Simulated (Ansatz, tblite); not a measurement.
# The cluster KBi2: a ladder of methods and basis sets

How do method and basis change the picture of the cluster KBi2 (doublet)?

Method: as each input shows; program: Ansatz 0.2.0, Gaussian basis.

Plan: GFN1-xTB, GFN2-xTB, PBE-D4/def2-TZVP, r2SCAN-D4/def2-TZVP, r2SCANh-D4/def2-TZVP, PBE-QIDH/def2-TZVP, r2SCAN0-D4/def2-TZVP, B3LYP-D4/def2-TZVP, HSE06-D4/def2-TZVP, PBE-D4/def2-SVP, PBE0-D4/def2-SVP, PBE0-D4/def2-TZVPD, PBE-D4/def2-TZVPD, r2SCAN-D4/def2-TZVPD, CCSD(T)/def2-TZVPP, MP2/def2-TZVP, RPA/def2-TZVP.

1 further run of the same task is left out (set aside as unsound or not needed).

### Step 1. The structure

The geometry is that of the doublet, from an earlier relaxation (r2SCAN-D4/def2-TZVP). At that level it is the lowest of the isomers that a small search found.

3 atoms, charge 0, spin multiplicity 2.

Bond lengths: K1–Bi2 3.483 Å, K1–Bi3 3.497 Å, Bi2–Bi3 2.751 Å. Angles: Bi2–K1–Bi3 46.4°, K1–Bi2–Bi3 67.1°, K1–Bi3–Bi2 66.5°.

Bi takes a core potential in the def2 sets. No spin-orbit coupling is included.

PBE0-D4/def2-TZVP was run before; its log isn't repeated, and its numbers join the tables.

### Step 2. GFN1-xTB

Tight binding, by tblite at 300 K electronic temperature and without a spin-polarisation term:

```python
tblite.interface.Calculator('GFN1-xTB', numbers, positions, charge=0, uhf=1).singlepoint()
```

Energy -126.9815 eV; 0.004 s.

### Step 3. GFN2-xTB

Tight binding, by tblite at 300 K electronic temperature and without a spin-polarisation term:

```python
tblite.interface.Calculator('GFN2-xTB', numbers, positions, charge=0, uhf=1).singlepoint()
```

Energy -133.6504 eV; 0.002 s.

### Step 4. PBE-D4/def2-TZVP

start.molden holds the orbitals of an earlier run on this state, given as this run's starting guess.

in.yaml reads:

```yaml
crystal:
  periodic: [false, false, false]
  atoms:
    - {symbol: K, position_ang: [0.970869, 1.903014, 0.094403]}
    - {symbol: Bi, position_ang: [0.559149, -1.438965, -0.797397]}
    - {symbol: Bi, position_ang: [-1.530018, -0.464049, 0.702994]}
basis:
  gaussian: {orbitals: def2-TZVP, initial_orbitals: start.molden}
magnetization: {spin_polarized: true, initial_magnetization: 1}
hamiltonian: {xc: pbe, dispersion: d4}
scf: {omitted_lower_state_checks: [starts]}
output: {orbitals: {seedname: orbitals}}
```

Started as:

```bash
$ ansatz run in.yaml --threads 4 --pin off --events-out ev --progress --plain --max-ram 3916MiB
```

The runs that follow: r2SCAN-D4/def2-TZVP; r2SCANh-D4/def2-TZVP; PBE-QIDH/def2-TZVP; r2SCAN0-D4/def2-TZVP; B3LYP-D4/def2-TZVP; HSE06-D4/def2-TZVP; PBE-D4/def2-SVP; PBE0-D4/def2-SVP; PBE0-D4/def2-TZVPD; PBE-D4/def2-TZVPD; r2SCAN-D4/def2-TZVPD; CCSD(T)/def2-TZVPP; MP2/def2-TZVP; RPA/def2-TZVP.

**Question.** What will the summary of the whole plan be? Wanted: gap in def2-TZVP, named functionals, smallest and largest; correlation energy, CCSD(T)/def2-TZVPP; correlation energy, MP2/def2-TZVP; binding an atom, functionals in def2-TZVP; ⟨S²⟩ in def2-TZVP, named functionals, smallest and largest; PBE0 total energy, smallest basis above largest.

**Answer**, as computed:

| quantity | value |
| --- | --- |
| gap in def2-TZVP, named functionals, smallest and largest | 0.41 eV (PBE-D4), 2.18 eV (r2SCAN0-D4) |
| correlation energy, CCSD(T)/def2-TZVPP | -26.37 eV |
| correlation energy, MP2/def2-TZVP | -26.77 eV |
| binding an atom, functionals in def2-TZVP | 1.08 (PBE-QIDH) to 1.37 eV (PBE-D4) |
| ⟨S²⟩ in def2-TZVP, named functionals, smallest and largest | 0.753, 1.084 |
| PBE0 total energy, smallest basis above largest | 2.48 eV (def2-SVP, def2-TZVPD) |

In words: Over the named functionals in def2-TZVP the gap runs from 0.41 eV (PBE-D4) to 2.18 eV (r2SCAN0-D4); exact exchange widens it. Over the named functionals in def2-TZVP spin contamination reaches 0.33 (r2SCAN0-D4), so some levels may describe another state. Notes on CCSD(T)/def2-TZVPP: spin contamination.
